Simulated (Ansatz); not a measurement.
Frontier orbitals of C$_{2}$H$_{2}$OS, SMILES `O=C=CS`.

```xyz
6

O    -2.052   -0.513   -0.820
C    -1.087   -0.358   -0.209
C     0.028   -0.186    0.467
S     1.503   -0.041   -0.471
H     0.012   -0.206    1.548
H     1.596    1.304   -0.515
```

The species carries charge 0 and has multiplicity 1. The geometry is a stationary point of PBE0-D4/def2-TZVP. It is one conformer, not always the lowest. Basis def2-TZVPP, the Gaussian-basis code of Ansatz.

```tsv
functional	HOMO (eV)	LUMO (eV)	gap (eV)
PBE	-6.02	-2.52	3.50
revPBE	-5.96	-2.42	3.54
B97M-V	-6.29	-2.12	4.17
PBE0	-7.23	-1.43	5.80
B3LYP	-7.01	-1.68	5.33
r2SCANh	-6.71	-1.89	4.82
ωB97M-V	-9.39	0.86	10.25
```

**Question.** What is the vertical ionisation energy at frozen-core CCSD(T)/CBS(def2)? (Estimate.)

**Answer.** The calculation gave: 9.68 eV (T1 of the cation 0.032).

A quarter of exact exchange (PBE0) shifts PBE's HOMO by −1.22 eV and its LUMO by +1.09 eV; full exchange at long range (ωB97M-V) shifts them by −3.37 and +3.38 eV. The gap opens from 3.50 to 10.25 eV, since occupied levels lose self-interaction and empty ones feel all the electrons. A positive LUMO is unbound and depends on the basis. −ε(HOMO) differs from that ionisation energy by −3.66 eV with PBE and −0.29 eV with ωB97M-V.

B3LYP here is the variant with VWN-RPA as its local correlation; programs differ in this.
